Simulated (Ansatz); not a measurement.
Basis-set extrapolation for C$_{4}$H$_{5}$Cl, SMILES `ClC1=CCC1` (PBE0-D4/def2-TZVP geometry, frozen core, Ansatz 0.2.0). Multiplicity 1, RHF reference.

```
                      def2-TZVPP   def2-QZVPP
                 HF  -613.891550  -613.911003
    MP2 correlation    -0.841276    -0.901636
CCSD(T) correlation    -0.923168      not run
```

Energies in hartree. Use E(X) = E(∞) + A·exp(−7.88·√X) for Hartree–Fock and E(X) = E(∞) + B·X^(−2.97) for correlation, with X = 3 and 4, and add CCSD(T) minus MP2 of the smaller set to the MP2 limit.

What is the CCSD(T) energy at the basis-set limit?

HF limit: -613.911003 + (-0.019453) × 0.13774 = -613.91368. MP2 limit: -0.901636 + (-0.060360) × 0.74074 = -0.94635. Higher-order term: -0.923168 − (-0.841276) = -0.08189. Total: -614.94192 hartree, 334.0 kJ/mol below CCSD(T)/def2-TZVPP.
